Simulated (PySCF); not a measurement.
A search over the determinants of CF⁺

Unrestricted PBE0; C STO-3G, F STO-3G; no relativity (PySCF 2.14). Outer shells of the fragments: C+ 2s2 2p1; F 2s2 2p5.

Followed along the bond (rough minima from three points):

```csv
2Ms+1,unpaired,⟨S²⟩ at the start,R at minimum (Å),Te (eV)
1,none,0.00,1.25,0.00
3,"σ ↑, π ↑",2.02,1.30,4.00
```

Solutions found at the starting distance of 1.425 Å, counted from the lowest of them; the search is not exhaustive and high or unbound solutions are not listed, so other states can lie among these:

```tsv
2Ms+1	unpaired	term	E (eV)	⟨S²⟩	⟨Lz²⟩	μ (D)
1	none	¹Σ⁺	0.00	0.00	0.00	-1.75
3	σ ↑, π ↑	³Π	3.57	2.02	1.00	-2.63
1	σ ↓, π ↑	mixed	4.55	1.02	1.01	-2.26
3	π ↑↑	mixed	5.33	2.00	2.00	-0.05
3	π ↑↑	mixed	5.63	2.00	2.00	-0.13
```

A term symbol is given only where ⟨S²⟩ and ⟨Lz²⟩ are close to those of a pure state; real π, δ and φ orbitals otherwise mix terms. A positive dipole points towards F; it is taken about the centre of mass and depends on that origin.

Problem. Compare the gap between the two lowest followed solutions at the starting distance with the gap between their minima.

Solution. At PBE0 the second solution (triplet, unpaired electrons σ ↑, π ↑) lies +3.57 eV from the first (singlet, closed shell) at 1.425 Å and +4.00 eV at the minima; the two curves relax by different amounts, since their minima lie near 1.30 and 1.25 Å.

Counting both spins, an empty level lies below a filled one in some of these solutions, because spin and occupation are held. STO-3G is very small, so such numbers show the basis as much as the molecule.
